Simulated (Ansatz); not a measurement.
# CCl₃F: taking an electron away

One table from this session's results is given with a row withheld; the runs are named, their logs left out.

The runs use Ansatz 0.2.0, Gaussian basis; unrestricted cation, the program's frozen cores in correlated methods.

Plan: UKS PBE-D4/def2-TZVPP; UKS r2SCAN-D4/def2-TZVPP; UKS PBE0-D4/def2-TZVPP; UKS B3LYP-D4/def2-TZVPP; UKS wB97X-V/def2-TZVPP; UKS wB97M-V/def2-TZVPP; UKS B2PLYP/def2-TZVPP; UHF-CCSD(T)/def2-TZVPP; UHF-MP2/def2-QZVPP; extrapolation to the limit; then −ε(HOMO) from the neutral's earlier runs with LDA (SPW92), PBE-D4, revPBE-D4, BLYP-D4, r2SCAN-D4, B97M-V, PBE0-D4, B3LYP-D4, r2SCANh-D4, r2SCAN0-D4, HSE06-D4, BHLYP-D4, CAM-B3LYP-D4, LC-ωPBE, ωB97X-V, ωB97M-V.

## The relaxed structure

The geometry comes from an earlier relaxation with PBE0-D4 in a triple-zeta def2 set; it is a stationary point.

SMILES `FC(Cl)(Cl)Cl`, 5 atoms, charge 0, spin multiplicity 1.

Atoms are counted from 1 here; the program's logs count them from 0.

Bond lengths: F1–C2 1.333 Å, C2–Cl3 1.760 Å, C2–Cl4 1.760 Å, C2–Cl5 1.760 Å. Angles: F1–C2–Cl3 108.5°, F1–C2–Cl4 108.5°, F1–C2–Cl5 108.5°, Cl3–C2–Cl4 110.4°, Cl3–C2–Cl5 110.4°, Cl4–C2–Cl5 110.4°.

Set-up of the first run:

Contents of in.yaml:

```yaml
crystal:
  periodic: [false, false, false]
  atoms:
    - {symbol: F, position_ang: [0.922124, -0.835462, 0.668904]}
    - {symbol: C, position_ang: [0.054791, -0.055064, 0.024994]}
    - {symbol: Cl, position_ang: [-1.374377, 0.142685, 1.032835]}
    - {symbol: Cl, position_ang: [-0.370196, -0.829034, -1.497413]}
    - {symbol: Cl, position_ang: [0.817557, 1.503175, -0.270721]}
basis:
  gaussian: {orbitals: def2-TZVPP}
total_charge: 1
magnetization: {spin_polarized: true, initial_magnetization: 1}
hamiltonian: {xc: pbe, dispersion: d4}
```

Started as:

```
> ansatz run in.yaml --threads 4 --pin off --events-out ev --progress --plain --max-ram 10444MiB
```

Among the steps run: Cation, UKS PBE-D4/def2-TZVPP; Cation, UKS r2SCAN-D4/def2-TZVPP; Cation, UKS PBE0-D4/def2-TZVPP; Cation, UKS B3LYP-D4/def2-TZVPP; Cation, UKS wB97X-V/def2-TZVPP; Cation, UKS wB97M-V/def2-TZVPP; Cation, UKS B2PLYP (frozen core)/def2-TZVPP; Cation, UHF-CCSD(T)/def2-TZVPP; Cation, UHF-MP2/def2-QZVPP.

One table of the session follows, with a row left open; its other results are not shown here.

Orbital estimates, from the neutral's runs:

| functional | −ε(HOMO) (eV) |
| --- | --- |
| LDA (SPW92) | 7.79 |
| PBE-D4 | ? |
| revPBE-D4 | 7.58 |
| BLYP-D4 | 7.48 |
| r2SCAN-D4 | 8.02 |
| B97M-V | 8.13 |
| PBE0-D4 | 9.12 |
| B3LYP-D4 | 8.83 |
| r2SCANh-D4 | 8.56 |
| r2SCAN0-D4 | 9.36 |
| HSE06-D4 | 8.71 |
| BHLYP-D4 | 10.44 |
| CAM-B3LYP-D4 | 10.51 |
| LC-ωPBE | 11.98 |
| ωB97X-V | 11.57 |
| ωB97M-V | 11.38 |

Estimate the missing values for PBE-D4.

The run gave: −ε(HOMO) (eV): 7.64. In the column «−ε(HOMO) (eV)» it lies between revPBE-D4 (7.58) and LDA (SPW92) (7.79).
